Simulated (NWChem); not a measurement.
# mPWPW91/pc-1 (density fitting with weigend coulomb fitting) run of BNH6 (B(NH3)H3)

What is the energy change on altering one bond length of BNH6 (B(NH3)H3) at mPWPW91/pc-1 (density fitting with weigend coulomb fitting)? 

The calculation is run with NWChem 7.3.0.

5 further runs of the same task are left out: 5 set aside as unsound or not needed.

### Step 1. The molecule

The species is BNH6 (8 atoms), meant as a singlet with charge 0. SMILES: `[H]B([H])([H])<-N`. The shape is that of a GFN2-xTB optimisation.

Bond lengths: B1–N2 1.659 Å, N2–H3 1.013 Å, N2–H4 1.013 Å, N2–H5 1.013 Å, B1–H6 1.191 Å, B1–H7 1.191 Å, B1–H8 1.190 Å. Some angles: B1–N2–H3 108.6°, B1–N2–H4 108.6°, B1–N2–H5 108.6°, N2–B1–H6 105.5°, N2–B1–H7 105.6°, N2–B1–H8 105.6°, H3–N2–H4 110.3°, H3–N2–H5 110.4°, H4–N2–H5 110.3°, H6–B1–H7 113.1°.

### Step 2. Energy and gradient at mPWPW91/pc-1 (density fitting with weigend coulomb fitting)

Contents of bh6n.nw:

```
start bh6n
memory total 2200 mb
charge 0
geometry noautosym nocenter noautoz
  B     -0.002200     0.002970    -0.830690
  N      0.002130    -0.003040     0.827960
  H     -0.956060     0.034440     1.153510
  H      0.515830     0.807160     1.152720
  H      0.449590    -0.854150     1.146140
  H      1.143350    -0.032090    -1.152840
  H     -0.545010     1.015160    -1.144860
  H     -0.607620    -0.970450    -1.151930
end
basis spherical bse
  B library pc-1
  N library pc-1
  H library pc-1
end
basis "cd basis" spherical
  B library "weigend coulomb fitting"
  N library "weigend coulomb fitting"
  H library "weigend coulomb fitting"
end
dft
  xc mpw91 perdew91
  grid fine
end
task dft gradient
```

The run is started by

```sh
nwchem bh6n.nw > bh6n.out
```

Log:

```text
[...]
          Wavefunction type:  closed shell.
          No. of atoms     :     8
          No. of electrons :    18
[...]
          Charge           :     0
          Spin multiplicity:     1
[...]
          AO basis - number of functions:    58
[...]
              XC Information
              --------------
                        mPW91  Exchange Functional  1.000
                Perdew 1991 Correlation Functional  1.000 non-local
            Perdew 1991 LDA Correlation Functional  1.000 local
[...]
 d= 0,ls=0.0,diis     1    -83.1417553939 -1.24D+02  9.32D-03  2.41D-01     1.1
[...]
 d= 0,ls=0.0,diis     7    -83.1732741975 -3.09D-08  7.01D-07  7.71D-10     4.8
         Total DFT energy =      -83.173274197452
      One electron energy =     -191.148563897406
           Coulomb energy =       80.385220431844
    Exchange-Corr. energy =      -13.196345064660
 Nuclear repulsion energy =       40.786414332770
[...]
  wavefunction    = closed shell
                         DFT ENERGY GRADIENTS
    atom               coordinates                        gradient
                 x          y          z           x          y          z
   1 B      -0.004157   0.005612  -1.569776    0.000037  -0.000103  -0.006097
   2 N       0.004025  -0.005745   1.564618   -0.000080  -0.000082   0.021560
   3 H      -1.806691   0.065082   2.179818    0.008890  -0.000243  -0.008213
   4 H       0.974777   1.525311   2.178325   -0.004726  -0.007437  -0.008133
   5 H       0.849602  -1.614109   2.165891   -0.004086   0.007801  -0.008126
   6 H       2.160618  -0.060641  -2.178552   -0.013927   0.000449   0.003059
   7 H      -1.029920   1.918374  -2.163472    0.006516  -0.012220   0.002924
   8 H      -1.148235  -1.833885  -2.176832    0.007376   0.011836   0.003025
[...]
```

It took 6.9 s on 1 thread of Intel Xeon Platinum 8375C at 2.90GHz (Ice Lake), shared host; peak memory 0.11 GiB.

### Step 3. The distorted shape at the same level

Contents of bh6n.nw:

```
START bh6n
TITLE "BH6N gradient"
memory 2200 mb
charge 0

GEOMETRY units angstroms noautosym nocenter noautoz
   B     0.476895   -0.015770   -0.993465
   N     0.481225   -0.021780    0.665185
   H    -0.956060    0.034440    1.153510
   H     0.994925    0.788420    0.989945
   H     0.928685   -0.872890    0.983365
   H     1.622445   -0.050830   -1.315615
   H    -0.065915    0.996420   -1.307635
   H    -0.128525   -0.989190   -1.314705
END

BASIS spherical bse
   * library pc-1
END

BASIS "cd basis" spherical
   * library "weigend coulomb fitting"
END

DFT
   xc mpw91 perdew91
   grid fine
   print medium
END

TASK dft gradient
```

The run is started by

```sh
nwchem bh6n.nw > bh6n.out
```

Log:

```text
[...]
          Wavefunction type:  closed shell.
          No. of atoms     :     8
          No. of electrons :    18
[...]
          Charge           :     0
          Spin multiplicity:     1
[...]
          AO basis - number of functions:    58
[...]
              XC Information
              --------------
                        mPW91  Exchange Functional  1.000
                Perdew 1991 Correlation Functional  1.000 non-local
            Perdew 1991 LDA Correlation Functional  1.000 local
[...]
 d= 0,ls=0.0,diis     1    -83.0557937299 -1.22D+02  2.08D-02  2.54D-01     1.0
[...]
 d= 0,ls=0.0,diis     9    -83.0991067263 -6.42D-07  7.94D-06  8.02D-07     6.0
         Total DFT energy =      -83.099106726268
      One electron energy =     -188.164694149685
           Coulomb energy =       78.923988122656
    Exchange-Corr. energy =      -13.056642396931
 Nuclear repulsion energy =       39.198241697691
[...]
  wavefunction    = closed shell
                         DFT ENERGY GRADIENTS
    atom               coordinates                        gradient
                 x          y          z           x          y          z
   1 B       0.901201  -0.029801  -1.877377    0.011348  -0.000437  -0.016553
   2 N       0.909383  -0.041158   1.257017    0.086533  -0.003550   0.011707
   3 H      -1.806691   0.065082   2.179818   -0.093300   0.003745   0.022407
   4 H       1.880136   1.489898   1.870725    0.000530  -0.011059  -0.013488
   5 H       1.754960  -1.649523   1.858290    0.001412   0.011039  -0.013448
   6 H       3.065976  -0.096055  -2.486152   -0.017726   0.000570  -0.000161
   7 H      -0.124561   1.882961  -2.471072    0.005160  -0.011840   0.004740
   8 H      -0.242877  -1.869298  -2.484432    0.006043   0.011533   0.004796
[...]
```

Run time: 8.1 s. Hardware: 1 thread of Intel Xeon Platinum 8375C at 2.90GHz (Ice Lake), shared host; peak memory 0.12 GiB.

### Step 4. Outcome

At mPWPW91/pc-1 (density fitting with weigend coulomb fitting):

| quantity | value |
| --- | --- |
| first shape: total energy | -83.17327 Eh |
| first shape: dipole moment | 5.50 D |
| first shape: HOMO energy | -6.41 eV |
| first shape: LUMO energy | -0.62 eV |
| first shape: HOMO–LUMO gap | 5.80 eV |
| first shape: largest force on an atom | 1.109 eV/Å |
| distorted shape: total energy | -83.09911 Eh |
| distorted shape: dipole moment | 5.19 D |
| distorted shape: HOMO energy | -6.39 eV |
| distorted shape: LUMO energy | -3.50 eV |
| distorted shape: HOMO–LUMO gap | 2.89 eV |
| distorted shape: largest force on an atom | 4.938 eV/Å |
| energy change with the N2–H3 bond stretched from 1.013 to 1.519 Å | 2.018 eV |

What this shows: With the N2–H3 bond stretched from 1.013 to 1.519 Å the energy rises by 2.02 eV (195 kJ/mol). The first shape isn't relaxed at this level, so the change isn't measured from a minimum. The largest force (first shape) is 1.11 eV/Å: the shape isn't a stationary point for this species at this level.
